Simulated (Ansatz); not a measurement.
The cluster Li3H5⁺ (the lowest doublet isomer of a short search). Charge 1, multiplicity 2. Geometry PBE0-D4/def2-TZVP, basis def2-TZVP, Ansatz.

```xyz
8

Li    0.362   -0.935   -0.477
Li    1.122   -3.884   -1.724
Li   -0.463    1.979    0.795
H    -1.518    3.397    1.879
H     0.504   -2.737   -0.632
H     1.010   -2.191   -1.613
H    -0.053    0.546    0.166
H    -0.964    3.825    1.607
```

| run | HOMO (eV) | LUMO (eV) |
| --- | --- | --- |
| A | -11.03 | -2.93 |
| B | -7.48 | -5.97 |
| C | -8.50 | -5.02 |
| D | -7.38 | -6.08 |
| E | -7.71 | -5.42 |
| F | -9.48 | -4.38 |

LC-ωPBE has ω = 0.4 bohr⁻¹. In the doublet, H4 and H8 lie 0.75 Å apart, H5 and H6 lie 1.23 Å apart (atoms count from 1), so H2 has formed as a molecule. The structure comes from a short search, and lower isomers may exist.

HOMO and LUMO are taken over both spins.

Q: The runs used BHLYP, BLYP, LC-ωPBE, PBE, PBE0, r2SCAN. Estimate which is which.

A: A LC-ωPBE (range-separated); B PBE (0 % exact exchange); C PBE0 (25 % exact exchange); D BLYP (0 % exact exchange); E r2SCAN (0 % exact exchange); F BHLYP (50 % exact exchange). Exact exchange lowers occupied and raises empty levels; among semilocal functionals meta-GGAs tend to open the gap a little, and such runs are hard to tell apart. The gap grows from 1.31 eV (BLYP) to 8.11 eV (LC-ωPBE).
